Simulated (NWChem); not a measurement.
System: B cation, singlet

Input file for NWChem:

```
start job
memory heap 200 mb stack 900 mb global 1100 mb
charge 1
geometry units angstroms noautoz
  B      0.000000     0.000000     0.000000
end
basis spherical
  * library def2-tzvp
end
dft
  xc becke88 lyp
  iterations 150
  mulliken
end
task dft energy
```

NWChem printed, in part:

```
             Northwest Computational Chemistry Package (NWChem) 7.3.0
             --------------------------------------------------------

                             Geometry "geometry" -> ""
                             -------------------------

 Output coordinates in angstroms (scale by  1.889725989 to convert to a.u.)

  No.       Tag          Charge          X              Y              Z
 ---- ---------------- ---------- -------------- -------------- --------------
    1 B                    5.0000     0.00000000     0.00000000     0.00000000

 Effective nuclear repulsion energy (a.u.)       0.0000000000

                                 NWChem DFT Module
                                 -----------------

 Summary of "ao basis" -> "ao basis" (spherical)
 ------------------------------------------------------------------------------
       Tag                 Description            Shells   Functions and Types
 ---------------- ------------------------------  ------  ---------------------
 B                         def2-tzvp                11       31   5s3p2d1f

            General Information
            -------------------
          SCF calculation type: DFT
          Wavefunction type:  closed shell.
          No. of atoms     :     1
          No. of electrons :     4
           Alpha electrons :     2
            Beta electrons :     2
          Charge           :     1
          Spin multiplicity:     1
          Use of symmetry is: off; symmetry adaption is: off
          Maximum number of iterations: 150
          AO basis - number of functions:    31
                     number of shells:    11
          Convergence on energy requested:  1.00D-06
          Convergence on density requested:  1.00D-05
          Convergence on gradient requested:  5.00D-04

              XC Information
              --------------
                    Becke 1988 Exchange Functional  1.000
              Lee-Yang-Parr Correlation Functional  1.000

             Grid Information
             ----------------
          Grid used for XC integration:  medium
          Radial quadrature: Mura-Knowles
          Angular quadrature: Lebedev.
          Tag              B.-S. Rad. Rad. Pts. Rad. Cut. Ang. Pts.
          ---              ---------- --------- --------- ---------
          B                   0.85       49           6.0       434
          Grid pruning is: on
          Number of quadrature shells:    49
          Spatial weights used:  Erf1

      Superposition of Atomic Density Guess
      -------------------------------------

 Sum of atomic energies:         -24.53471284

 Renormalizing density from       5.00 to      4

      Non-variational initial energy
      ------------------------------

 Total energy =     -20.770133
 1-e energy   =     -25.902727
 2-e energy   =       5.132594
 HOMO         =      -0.934887
 LUMO         =      -0.449380

     ---------------------------------------------
      Total Density - Mulliken Population Analysis
     ---------------------------------------------

    Atom       Charge   Shell Charges
 -----------   ------   -------------------------------------------------------
    1 B    5     4.00   0.96  1.01  1.16  0.74  0.12  0.00  0.00  0.00 -0.00 -0.00  0.00

   convergence    iter        energy       DeltaE   RMS-Dens  Diis-err
 ---------------- ----- ----------------- --------- --------- ---------
 d= 0,ls=0.0,diis     1    -24.3274857813 -2.43D+01  1.17D-02  3.16D-01
 d= 0,ls=0.0,diis     2    -24.3344170817 -6.93D-03  1.52D-03  7.07D-03
 d= 0,ls=0.0,diis     3    -24.3346190177 -2.02D-04  1.14D-04  4.70D-06
 d= 0,ls=0.0,diis     4    -24.3346197660 -7.48D-07  1.35D-05  7.50D-08
 d= 0,ls=0.0,diis     5    -24.3346197759 -9.83D-09  1.17D-07  2.70D-12

         Total DFT energy =      -24.334619775858
      One electron energy =      -30.377544550938
           Coulomb energy =        9.633764570001
    Exchange-Corr. energy =       -3.590839794922
 Nuclear repulsion energy =        0.000000000000

 Numeric. integr. density =        3.999999998118

                       DFT Final Molecular Orbital Analysis
                       ------------------------------------

 Vector    1  Occ=2.000000D+00  E=-7.128609D+00
              MO Center=  3.3D-18, -3.8D-18,  8.2D-18, r^2= 4.1D-02
   Bfn.  Coefficient  Atom+Function         Bfn.  Coefficient  Atom+Function
  ----- ------------  ---------------      ----- ------------  ---------------
     2      0.581645  1 B  s                  1      0.495263  1 B  s
     3      0.034641  1 B  s

 Vector    2  Occ=2.000000D+00  E=-7.126159D-01
              MO Center=  3.8D-15,  2.1D-15, -1.6D-15, r^2= 1.1D+00
   Bfn.  Coefficient  Atom+Function         Bfn.  Coefficient  Atom+Function
  ----- ------------  ---------------      ----- ------------  ---------------
     3      0.585682  1 B  s                  4      0.483393  1 B  s
     2     -0.257056  1 B  s                  1     -0.131620  1 B  s
     5      0.050860  1 B  s

 Vector    3  Occ=0.000000D+00  E=-4.904593D-01
              MO Center=  2.5D-16, -1.6D-15,  4.8D-16, r^2= 1.2D+00
   Bfn.  Coefficient  Atom+Function         Bfn.  Coefficient  Atom+Function
  ----- ------------  ---------------      ----- ------------  ---------------
     7      0.498973  1 B  py                10      0.383953  1 B  py
     8     -0.307865  1 B  pz                11     -0.236898  1 B  pz
    13      0.091047  1 B  py                14     -0.056176  1 B  pz
     6     -0.034229  1 B  px                 9     -0.026338  1 B  px

[...]
```

Level: BLYP/def2-TZVP. Low-valent species are run as closed-shell singlets; no triplet was tried in these runs.
